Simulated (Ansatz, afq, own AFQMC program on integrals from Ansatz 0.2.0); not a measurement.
WSiH2, septet in def2-SVP, levels against CCSDT(Q)

```xyz
4

W     0.0000    0.0000    4.5830
Si    0.0000    0.0000   -0.9610
H     0.0000   -1.2230   -1.8110
H     0.0000    1.2230   -1.8110
```

Connectivity, by distances: W ··· SiH2.

Basis def2-SVP with its core potentials. Noble-gas cores (and the filled d shells of Ga–Kr and In–Xe) are frozen. AFQMC by an in-house program on the Cholesky factors that Ansatz 0.2.0 writes for its CCSD(T) run. The CISD trial takes its coefficients from CCSD amplitudes. Released means that phaseless walkers are propagated on without the constraint, phases kept. Uncertainties: one standard error, sampling alone. No spin–orbit coupling. The metal's outer-core s and p shells are frozen, which shifts wave-function levels against functionals.

Determinant: ROHF, the one that the program's search chose, which needn't be the lowest solution. The geometry is a point of a scan.

No full CI on the walks' own integrals is used here; CCSDT(Q) serves as the reference and is uncertain by about the last step of the cluster series.

Cautions: no spin-orbit coupling; outer-core shells of the metal frozen; lower spins were not checked; higher spins were not checked; a spin-contaminated unrestricted determinant lies lower (UHF 353 meV lower, ⟨S²⟩ 12.58); the released energies have errors that jump between times, so the bars are unsure, so no released level is given (meV from the phaseless value at times in 1/Eh: -1.0 ± 2.4 at 0.60, 8 ± 10 at 1.20, -11 ± 3 at 2.00, -11 ± 4 at 3.00, -6 ± 5 at 4.20), though the last usable value meets CCSDT(Q) within the noise; CCSDT(Q) on the UHF determinant differs (111 meV lower), perhaps since the unrestricted series falls towards higher spin.

The T1 diagnostic is 0.0110. The weight of the determinant in the CISD state is 0.883. The size of the correlated space is 12 electrons in 51 orbitals.

| level | correlation energy (eV) |
| --- | --- |
| MP2 | -3.8049 |
| CCSD | -4.7738 |
| CCSD(T) | -4.8543 |

Question: Estimate where phaseless AFQMC with a CISD trial lies against CCSD(T) on the same integrals.

Answer: 1.3 ± 0.3 kJ/mol below CCSD(T).

Reference: CCSDT(Q), correlation energy -4.877 eV.

```json
{"level": "CCSD(T)", "E − E(reference) (kJ/mol)": "2.2", "share of correlation (%)": "99.53"}
{"level": "CCSDT", "E − E(reference) (kJ/mol)": "0.3", "share of correlation (%)": "99.94"}
{"level": "ph-AFQMC/CISD", "E − E(reference) (kJ/mol)": "1.0 ± 0.3", "share of correlation (%)": "99.80"}
```

A walk keeps the symmetry of its determinant, which the program's search chose and which needn't be the lowest solution, so a lower state of the same spin and another symmetry isn't excluded.
